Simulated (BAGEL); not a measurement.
**C2H8Si (dimethylsilane): a chain of runs**

Wanted: the energy (HF/cc-pVDZ), then a single-point energy (NEVPT2(2,2)/cc-pVDZ), then the energy (CASPT2(2,2)/cc-pVDZ) of C2H8Si (dimethylsilane). 

The calculation is run with BAGEL 1.2.2.

1 further run of the same task is left out (set aside as unsound or not needed).

### Step 1. The system as given

C2H8Si: 11 atoms, total charge 0, spin state singlet. As SMILES, `C[SiH2]C`. The C3–H10 distance was set to 1.748 Å, away from the relaxed value. At this shape a bond of the SMILES string is far longer than usual.

Bond lengths: C1–Si2 1.872 Å, Si2–C3 1.872 Å, C1–H4 1.092 Å, C1–H5 1.093 Å, C1–H6 1.093 Å, Si2–H7 1.491 Å, Si2–H8 1.491 Å, C3–H9 1.093 Å, C3–H11 1.093 Å. Some angles: C1–Si2–C3 111.5°, C1–Si2–H7 109.5°, C1–Si2–H8 109.5°, C3–Si2–H7 109.5°, C3–Si2–H8 109.5°, Si2–C1–H4 111.0°, Si2–C1–H5 110.9°, Si2–C1–H6 110.9°, Si2–C3–H9 110.9°, Si2–C3–H11 110.9°. A long bond or contact: C3–H10 1.748 Å.

### Step 2. The energy at HF/cc-pVDZ (density fitting with svp-jkfit) (run 1)

job.json reads:

```json
{ "bagel": [

{
  "title": "molecule",
  "basis": "cc-pvdz.json",
  "df_basis": "svp-jkfit",
  "angstrom": false,
  "geometry": [
    { "atom": "C", "xyz": [    -2.46759870,     2.90453362,    -1.62557454 ] },
    { "atom": "Si", "xyz": [    -1.06731165,    -0.15757859,    -0.54162763 ] },
    { "atom": "C", "xyz": [     2.06169687,     0.33545095,     1.03308115 ] },
    { "atom": "H", "xyz": [    -4.29231825,     2.60161052,    -2.54190274 ] },
    { "atom": "H", "xyz": [    -1.22321405,     3.84448339,    -2.97975228 ] },
    { "atom": "H", "xyz": [    -2.75993934,     4.18520101,    -0.03196850 ] },
    { "atom": "H", "xyz": [    -0.74738101,    -1.87911909,    -2.74977261 ] },
    { "atom": "H", "xyz": [    -2.83590633,    -1.41632516,     1.25531294 ] },
    { "atom": "H", "xyz": [     3.40642598,     1.21889792,    -0.26194817 ] },
    { "atom": "H", "xyz": [     3.34972853,    -2.53601246,     2.03599093 ] },
    { "atom": "H", "xyz": [     1.86932275,     1.55904862,     2.68583562 ] }
  ]
},

{
  "title": "hf"
},

{
  "title": "print",
  "file": "orbitals.molden",
  "orbitals": true
}

]}
```

The basis set cc-pVDZ is read from a file made from the Basis Set Exchange's data (not shown).

Started as:

```console
BAGEL_NUM_THREADS=1 BAGEL job.json > job.out
```

Output:

```text
* using 1 threads per process

  ===============================================================
  ===============================================================

  *** Geometry ***

  { "atom" : "C", "xyz" : [     -2.467599,      2.904534,     -1.625575 ] },
  { "atom" : "Si", "xyz" : [     -1.067312,     -0.157579,     -0.541628 ] },
  { "atom" : "C", "xyz" : [      2.061697,      0.335451,      1.033081 ] },
  { "atom" : "H", "xyz" : [     -4.292318,      2.601611,     -2.541903 ] },
  { "atom" : "H", "xyz" : [     -1.223214,      3.844483,     -2.979752 ] },
  { "atom" : "H", "xyz" : [     -2.759939,      4.185201,     -0.031968 ] },
  { "atom" : "H", "xyz" : [     -0.747381,     -1.879119,     -2.749773 ] },
  { "atom" : "H", "xyz" : [     -2.835906,     -1.416325,      1.255313 ] },
  { "atom" : "H", "xyz" : [      3.406426,      1.218898,     -0.261948 ] },
  { "atom" : "H", "xyz" : [      3.349729,     -2.536012,      2.035991 ] },
  { "atom" : "H", "xyz" : [      1.869323,      1.559049,      2.685836 ] },

  Number of auxiliary basis functions:      422

  Since a DF basis is specified, we compute 2- and 3-index integrals:
    o Being stored without compression. Storage requirement is 0.025 GB

  Number of basis functions:       86
  Number of electrons      :       34

    * METHOD: MOLECULE                             0.18

  *** RHF ***

  === Nuclear Repulsion ===
   112.2454524452

      * DIIS with orbital gradients will be used.

  === RHF iteration (cc-pvdz.json) ===
      0       -369.05110743          0.01594537           0.05
      1       -369.19898923          0.00792588           0.05
      2       -369.23450890          0.00164910           0.05
      3       -369.23679357          0.00033186           0.05
      4       -369.23687343          0.00008147           0.05
      5       -369.23688301          0.00002484           0.05
      6       -369.23688392          0.00000688           0.05
      7       -369.23688400          0.00000178           0.05
      8       -369.23688400          0.00000063           0.05
      9       -369.23688400          0.00000017           0.05
     10       -369.23688400          0.00000005           0.05
     11       -369.23688400          0.00000002           0.05
     12       -369.23688400          0.00000000           0.05
    * SCF iteration converged.

    * Permanent dipole moment:
           (    0.071811,    -0.569770,     0.103193) a.u.

    * METHOD: HF                                   0.79

    * METHOD: PRINT                                0.01

  ===============================================================
```

Wall time 1.1 s (1 thread of Arm Neoverse V2, shared host); peak memory 0.14 GiB.

### Step 3. The energy at NEVPT2(2,2)/cc-pVDZ (density fitting with svp-jkfit) (run 2)

job.json reads:

```json
{ "bagel" : [

{
  "title" : "molecule",
  "basis" : "cc-pvdz.json",
  "df_basis" : "svp-jkfit",
  "angstrom" : false,
  "geometry" : [
    { "atom" : "C", "xyz" : [ -2.46759870,  2.90453362, -1.62557454 ] },
    { "atom" : "Si", "xyz" : [ -1.06731165, -0.15757859, -0.54162763 ] },
    { "atom" : "C", "xyz" : [  2.06169687,  0.33545095,  1.03308115 ] },
    { "atom" : "H", "xyz" : [ -4.29231825,  2.60161052, -2.54190274 ] },
    { "atom" : "H", "xyz" : [ -1.22321405,  3.84448339, -2.97975228 ] },
    { "atom" : "H", "xyz" : [ -2.75993934,  4.18520101, -0.03196850 ] },
    { "atom" : "H", "xyz" : [ -0.74738101, -1.87911909, -2.74977261 ] },
    { "atom" : "H", "xyz" : [ -2.83590633, -1.41632516,  1.25531294 ] },
    { "atom" : "H", "xyz" : [  3.40642598,  1.21889792, -0.26194817 ] },
    { "atom" : "H", "xyz" : [  3.34972853, -2.53601246,  2.03599093 ] },
    { "atom" : "H", "xyz" : [  1.86932275,  1.55904862,  2.68583562 ] }
  ]
},
{ "title" : "hf" },
{ "title" : "nevpt2", "nstate" : 1, "nact" : 2, "nclosed" : 16, "active" : [17, 18], "maxiter" : 200, "natocc" : true, "ncore" : 7 },
{ "title" : "print", "file" : "orbitals.molden", "orbitals" : true }

]}
```

The basis set cc-pVDZ is read from a file made from the Basis Set Exchange's data (not shown).

Started as:

```console
BAGEL_NUM_THREADS=1 BAGEL job.json > job.out
```

Output:

```text
* using 1 threads per process

  ===============================================================
  ===============================================================

  *** Geometry ***

  { "atom" : "C", "xyz" : [     -2.467599,      2.904534,     -1.625575 ] },
  { "atom" : "Si", "xyz" : [     -1.067312,     -0.157579,     -0.541628 ] },
  { "atom" : "C", "xyz" : [      2.061697,      0.335451,      1.033081 ] },
  { "atom" : "H", "xyz" : [     -4.292318,      2.601611,     -2.541903 ] },
  { "atom" : "H", "xyz" : [     -1.223214,      3.844483,     -2.979752 ] },
  { "atom" : "H", "xyz" : [     -2.759939,      4.185201,     -0.031968 ] },
  { "atom" : "H", "xyz" : [     -0.747381,     -1.879119,     -2.749773 ] },
  { "atom" : "H", "xyz" : [     -2.835906,     -1.416325,      1.255313 ] },
  { "atom" : "H", "xyz" : [      3.406426,      1.218898,     -0.261948 ] },
  { "atom" : "H", "xyz" : [      3.349729,     -2.536012,      2.035991 ] },
  { "atom" : "H", "xyz" : [      1.869323,      1.559049,      2.685836 ] },

  Number of auxiliary basis functions:      422

  Since a DF basis is specified, we compute 2- and 3-index integrals:
    o Being stored without compression. Storage requirement is 0.025 GB

  Number of basis functions:       86
  Number of electrons      :       34

    * METHOD: MOLECULE                             0.18

  *** RHF ***

  === Nuclear Repulsion ===
   112.2454524452

      * DIIS with orbital gradients will be used.

  === RHF iteration (cc-pvdz.json) ===
      0       -369.05110743          0.01594537           0.05
      1       -369.19898923          0.00792588           0.05
      2       -369.23450890          0.00164910           0.05
      3       -369.23679357          0.00033186           0.05
      4       -369.23687343          0.00008147           0.05
      5       -369.23688301          0.00002484           0.05
      6       -369.23688392          0.00000688           0.05
      7       -369.23688400          0.00000178           0.05
      8       -369.23688400          0.00000063           0.05
      9       -369.23688400          0.00000017           0.05
     10       -369.23688400          0.00000005           0.05
     11       -369.23688400          0.00000002           0.05
     12       -369.23688400          0.00000000           0.05
    * SCF iteration converged.

    * Permanent dipole moment:
           (    0.071811,    -0.569770,     0.103193) a.u.

    * METHOD: HF                                   0.79

    * freezing 7 orbitals
  ---------------------------
      CASSCF calculation
  ---------------------------

    ==== Active orbitals : =====
         Orbital 17
         Orbital 18
    ============================

    * nstate   :      1
    * nclosed  :     16
    * nact     :      2
    * nvirt    :     68
  === CASSCF iteration (cc-pvdz.json) ===

    * Using the second-order algorithm

      0  0      -369.24656788     1.52e-03      0.02

      1  0      -369.26748872     1.82e-03      0.27

      2  0      -369.27501567     6.34e-04      0.29

      3  0      -369.27530529     1.50e-04      0.31

      4  0      -369.27531398     3.53e-05      0.31

      5  0      -369.27531432     8.88e-06      0.31

      6  0      -369.27531434     2.29e-06      0.31

      7  0      -369.27531434     5.91e-07      0.31

      8  0      -369.27531434     1.52e-07      0.29

      9  0      -369.27531434     3.92e-08      0.27

     10  0      -369.27531434     1.01e-08      0.24

     11  0      -369.27531434     2.59e-09      0.23

    * Second-order optimization converged. *

     guess   0:   closed 1.                   open ..

  === FCI iteration ===

      0  0      -369.23498770     8.17e-02      0.00
      1  0      -369.27529103     1.70e-03      0.00
      2  0 *    -369.27531434     1.22e-15      0.00

     * ci vector, state   0, <S^2> = 0.0000
       2.     0.9708318746
       .2    -0.2397612798

  === DF-NEVPT2 calculation ===

    * 3-index integral transformation done
    * assembly done

      NEVPT2 correlation energy:   -0.3787035121      0.15

          (+0)     -0.3269552633
          (+0)'    -0.0141990728
          (+1)     -0.0065316484
          (+1)'    -0.0000000000
          (+2)     -0.0003810171
          (-1)     -0.0257622385
          (-1)'     0.0000000000
          (-2)     -0.0048742720

      NEVPT2 total energy:       -369.6540178556

    * METHOD: NEVPT2                               3.55

    * METHOD: PRINT                                0.01

  ===============================================================
```

Run time: 4.8 s. Hardware: 1 thread of Arm Neoverse V2, shared host; peak memory 0.14 GiB.

### Step 4. A single-point energy at CASPT2(2,2)/cc-pVDZ (density fitting with svp-jkfit) (run 3)

calc.json reads:

```json
{ "bagel": [

{
  "title": "molecule",
  "basis": "cc-pvdz.json",
  "df_basis": "svp-jkfit",
  "geometry": [
    { "atom": "C", "xyz": [    -2.46759870,     2.90453362,    -1.62557454 ] },
    { "atom": "Si", "xyz": [    -1.06731165,    -0.15757859,    -0.54162763 ] },
    { "atom": "C", "xyz": [     2.06169687,     0.33545095,     1.03308115 ] },
    { "atom": "H", "xyz": [    -4.29231825,     2.60161052,    -2.54190274 ] },
    { "atom": "H", "xyz": [    -1.22321405,     3.84448339,    -2.97975228 ] },
    { "atom": "H", "xyz": [    -2.75993934,     4.18520101,    -0.03196850 ] },
    { "atom": "H", "xyz": [    -0.74738101,    -1.87911909,    -2.74977261 ] },
    { "atom": "H", "xyz": [    -2.83590633,    -1.41632516,     1.25531294 ] },
    { "atom": "H", "xyz": [     3.40642598,     1.21889792,    -0.26194817 ] },
    { "atom": "H", "xyz": [     3.34972853,    -2.53601246,     2.03599093 ] },
    { "atom": "H", "xyz": [     1.86932275,     1.55904862,     2.68583562 ] }
  ]
},

{
  "title": "hf"
},

{
  "title": "casscf",
  "nstate": 1,
  "nact": 2,
  "nclosed": 16,
  "active": [17, 18],
  "maxiter": 200,
  "natocc": true
},

{
  "title": "print",
  "file": "orbitals.molden",
  "orbitals": true
},

{
  "title": "smith",
  "method": "caspt2",
  "ms": true,
  "xms": true,
  "sssr": true,
  "shift": 0.2,
  "shift_imag": true,
  "ncore": 7
}

]}
```

The basis set cc-pVDZ is read from a file made from the Basis Set Exchange's data (not shown).

Started as:

```console
BAGEL_NUM_THREADS=1 BAGEL calc.json > calc.out
```

Output:

```text
* using 1 threads per process

  ===============================================================
  ===============================================================

  *** Geometry ***

  { "atom" : "C", "xyz" : [     -2.467599,      2.904534,     -1.625575 ] },
  { "atom" : "Si", "xyz" : [     -1.067312,     -0.157579,     -0.541628 ] },
  { "atom" : "C", "xyz" : [      2.061697,      0.335451,      1.033081 ] },
  { "atom" : "H", "xyz" : [     -4.292318,      2.601611,     -2.541903 ] },
  { "atom" : "H", "xyz" : [     -1.223214,      3.844483,     -2.979752 ] },
  { "atom" : "H", "xyz" : [     -2.759939,      4.185201,     -0.031968 ] },
  { "atom" : "H", "xyz" : [     -0.747381,     -1.879119,     -2.749773 ] },
  { "atom" : "H", "xyz" : [     -2.835906,     -1.416325,      1.255313 ] },
  { "atom" : "H", "xyz" : [      3.406426,      1.218898,     -0.261948 ] },
  { "atom" : "H", "xyz" : [      3.349729,     -2.536012,      2.035991 ] },
  { "atom" : "H", "xyz" : [      1.869323,      1.559049,      2.685836 ] },

  Number of auxiliary basis functions:      422

  Since a DF basis is specified, we compute 2- and 3-index integrals:
    o Being stored without compression. Storage requirement is 0.025 GB

  Number of basis functions:       86
  Number of electrons      :       34

    * METHOD: MOLECULE                             0.18

  *** RHF ***

  === Nuclear Repulsion ===
   112.2454524452

      * DIIS with orbital gradients will be used.

  === RHF iteration (cc-pvdz.json) ===
      0       -369.05110743          0.01594537           0.05
      1       -369.19898923          0.00792588           0.05
      2       -369.23450890          0.00164910           0.05
      3       -369.23679357          0.00033186           0.05
      4       -369.23687343          0.00008147           0.05
      5       -369.23688301          0.00002484           0.05
      6       -369.23688392          0.00000688           0.05
      7       -369.23688400          0.00000178           0.05
      8       -369.23688400          0.00000063           0.05
      9       -369.23688400          0.00000017           0.05
     10       -369.23688400          0.00000005           0.05
     11       -369.23688400          0.00000002           0.05
     12       -369.23688400          0.00000000           0.05
    * SCF iteration converged.

    * Permanent dipole moment:
           (    0.071811,    -0.569770,     0.103193) a.u.

    * METHOD: HF                                   0.77

  ---------------------------
      CASSCF calculation
  ---------------------------

    ==== Active orbitals : =====
         Orbital 17
         Orbital 18
    ============================

    * nstate   :      1
    * nclosed  :     16
    * nact     :      2
    * nvirt    :     68
  === CASSCF iteration (cc-pvdz.json) ===

    * Using the second-order algorithm

      0  0      -369.24656788     1.52e-03      0.02

      1  0      -369.26748872     1.82e-03      0.28

      2  0      -369.27501567     6.34e-04      0.30

      3  0      -369.27530529     1.50e-04      0.30

      4  0      -369.27531398     3.53e-05      0.31

      5  0      -369.27531432     8.88e-06      0.32

      6  0      -369.27531434     2.29e-06      0.31

      7  0      -369.27531434     5.91e-07      0.32

      8  0      -369.27531434     1.52e-07      0.29

      9  0      -369.27531434     3.92e-08      0.27

     10  0      -369.27531434     1.01e-08      0.23

     11  0      -369.27531434     2.59e-09      0.22

    * Second-order optimization converged. *

     guess   0:   closed 1.                   open ..

  === FCI iteration ===

      0  0      -369.23498770     8.17e-02      0.00
      1  0      -369.27529103     1.70e-03      0.00
      2  0 *    -369.27531434     1.22e-15      0.00

     * ci vector, state   0, <S^2> = 0.0000
       2.     0.9708318746
       .2    -0.2397612798

    * METHOD: CASSCF                               3.29

    * METHOD: PRINT                                0.01

  === SMITH program ===

    * freezing 7 orbitals

    * Approximate memory requirement for SMITH calulation per MPI process:
      o Storage requirement for T-amplitude, lambda, and residual is 0.02 GB
      o Storage requirement for MO integrals is 0.00 GB
    * Calculating and saving rdm4f

    * Zeroth order energy : state  0       -0.7392346468

    * CASPT2 iteration is performed using orthogonal basis

      -------------------------------------------  CASPT2 iteration  ---------------------------------------------------
       #      aibj      arbs      arbi      airj      risj      airs      arst      rist         Etot      error   time
      ------------------------------------------------------------------------------------------------------------------

       0  -0.32551  -0.00597  -0.02669  -0.00703  -0.00054  -0.01302  -0.00000  -0.00000   -0.3787635  0.0009888   0.07
       1  -0.32559  -0.00599  -0.02674  -0.00710  -0.00057  -0.01322  -0.00000  -0.00000   -0.3792125  0.0001451   0.06
       2  -0.32559  -0.00599  -0.02674  -0.00711  -0.00057  -0.01323  -0.00000  -0.00000   -0.3792234  0.0000241   0.06
       3  -0.32559  -0.00599  -0.02674  -0.00710  -0.00057  -0.01323  -0.00000  -0.00000   -0.3792236  0.0000042   0.06
       4  -0.32559  -0.00599  -0.02674  -0.00710  -0.00057  -0.01323   0.00000  -0.00000   -0.3792236  0.0000007   0.06

      ------------------------------------------------------------------------------------------------------------------

    * CASPT2 energy : state  0     -369.6569869577
        w/o shift correction       -369.6545379909
        reference weight              0.8745342385

    * METHOD: SMITH                                0.49

  ===============================================================
```

Wall time 5.1 s (1 thread of Arm Neoverse V2, shared host); peak memory 0.16 GiB.

### Step 5. Outcome

| quantity | value |
| --- | --- |
| run 1, HF/cc-pVDZ: total energy | -369.23688 Eh |
| run 1, HF/cc-pVDZ: dipole moment | 1.48 D |
| run 1, HF/cc-pVDZ: HOMO energy | -10.85 eV |
| run 1, HF/cc-pVDZ: LUMO energy | 2.79 eV |
| run 1, HF/cc-pVDZ: HOMO–LUMO gap | 13.64 eV |
| run 2, NEVPT2(2,2)/cc-pVDZ: total energy | -369.65402 Eh |
| run 3, CASPT2(2,2)/cc-pVDZ: total energy | -369.65699 Eh |
